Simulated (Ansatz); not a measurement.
Compare A (`C/C(F)=C(/C)F`) with its isomer B (`C/C(F)=C/CF`).

Computed with Ansatz on PBE0-D4/def2-TZVP structures; ΔE is electronic, products minus reactants. CBS: MP2 limit from def2 TZ/QZ plus the TZ coupled-cluster correction, frozen cores. Double bonds are as drawn, so ΔE can hold a change between cis and trans. Functionals use def2-TZVPP. B3LYP here is the variant with VWN-RPA as its local correlation; programs differ in this. Each species was taken in one conformer, which may not be the lowest.

(1) Which isomer does CCSD(T)/CBS put lower? Give the gap. (Estimate.)

(2) Give E(B) − E(A) in kJ/mol with BLYP-D4, CCSD(T)/def2-TZVPP, MP2/def2-TZVPP, B3LYP-D4, B3LYP, PBE-D4, CCSD/def2-TZVPP. (Estimate.)

(3) Does the order hold for the free energy at 298.15 K (harmonic terms from PBE0-D4)? (Best estimate.)

Largest T1 diagnostic: 0.011.

## Answers

(1) The calculation gave: A, by 3.6 kJ/mol.

(2) Ansatz gave: BLYP-D4 6.2, CCSD(T)/def2-TZVPP 3.8, MP2/def2-TZVPP 3.0, B3LYP-D4 5.8, B3LYP 5.0, PBE-D4 9.6, CCSD/def2-TZVPP 3.0. None reverses the order clearly.

(3) Ansatz gave: Yes: G(B) − G(A) = +3.6 kJ/mol, for one conformer each.

Leaving LDA and LC-ωPBE aside and taking each functional with its dispersion term where it has one, the values, not all of them listed here, spread over 5.9 kJ/mol, from B2PLYP to B97M-V. LDA lies +7.4 kJ/mol from PBE without D4. At CCSD(T), def2-SVP lies +7.6 kJ/mol from the extrapolated value and def2-TZVPP +0.2 kJ/mol.
